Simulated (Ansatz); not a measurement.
Basis sets compared for Na2O⁺. Total charge 1; doublet. Geometry PBE0-D4/def2-TZVP. Ansatz on 4 threads of Arm Neoverse V1 on a shared host; times are rough, and most runs start from earlier orbitals.

```xyz
3

Na    1.170   -1.096   -1.396
Na   -1.170    1.095    1.396
O     0.000    0.000    0.000
```

The structure comes from a short search, and lower isomers may exist.

```tsv
level	functions	energy (Eh)	HOMO (eV)	LUMO (eV)	wall time
PBE-D4/def2-SVP	44	-399.1228	-8.89	-8.16	2 s
PBE0-D4/def2-SVP	44	-399.1574	-10.40	-6.01	2.5 s
```

(1) Estimate the rows for PBE-D4/def2-TZVP, PBE0-D4/def2-TZVP (with forces).

Results:

(1) 
```tsv
level	functions	energy (Eh)	HOMO (eV)	LUMO (eV)	wall time
PBE-D4/def2-TZVP	95	-399.3330	-9.13	-8.33	3.2 s
PBE0-D4/def2-TZVP (with forces)	95	-399.3655	-10.65	-6.20	22 s
```
